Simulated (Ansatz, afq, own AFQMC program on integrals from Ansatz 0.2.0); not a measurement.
# CH₂Ge, triplet: AFQMC among the cluster methods

```xyz
4

Ge    0.0000    0.0000    3.4972
C     0.0000    0.0000   -0.7638
H     0.0000    0.9089   -1.3667
H     0.0000   -0.9089   -1.3667
```

Connectivity, by distances: Ge ··· CH2.

Basis cc-pVDZ. Only valence electrons are correlated. Ansatz 0.2.0 and our own AFQMC program on the same integrals; the CISD trial comes from CCSD amplitudes, and released means the phaseless constraint is let go. Error bars are statistical, one sigma. No spin–orbit coupling.

Determinant: ROHF, the one that the program's search chose, which needn't be the lowest solution. The geometry is a point of a scan.

No full CI on the walks' own integrals is used here; CCSDT(Q) serves as the reference and is uncertain by about the last step of the cluster series.

Cautions: no relativity below Rb; no spin-orbit coupling; inner d shell frozen; lower spins were not checked; higher spins were not checked; a spin-contaminated unrestricted determinant lies lower (UHF 753 meV lower, ⟨S²⟩ 3.04); the ph-AFQMC/HF walk drifts between its halves (2.3 errors).

```
T1 diagnostic                               : 0.0137
weight of the determinant in the CISD state : 0.875
size of the correlated space                : 10 electrons in 36 orbitals
```

Reference: CCSDT(Q), correlation energy -5.468 eV. The released energy is read at 2.40 1/Eh (meV from the phaseless value at times in 1/Eh: -2 ± 16 at 0.24, -15 ± 14 at 0.51, -20 ± 16 at 0.99, 14 ± 20 at 1.62, 29 ± 24 at 2.40).

```
         level  E − E(reference) (meV)  share of correlation (%)
            HF                  5467.8                      0.00
           MP2                  1316.4                     75.92
          CCSD                   137.5                     97.49
       CCSD(T)                    36.0                     99.34
         CCSDT                     6.3                     99.88
   ph-AFQMC/HF             24.3 ± 59.8                     99.56
 ph-AFQMC/CISD            -12.8 ± 14.5                    100.23
released AFQMC             15.7 ± 23.9                     99.71
```

A walk keeps the symmetry of its determinant, which the program's search chose and which needn't be the lowest solution, so a lower state of the same spin and another symmetry isn't excluded. Released energies are given only where the last usable release times agree within the noise; a slower fall can still hide under it.
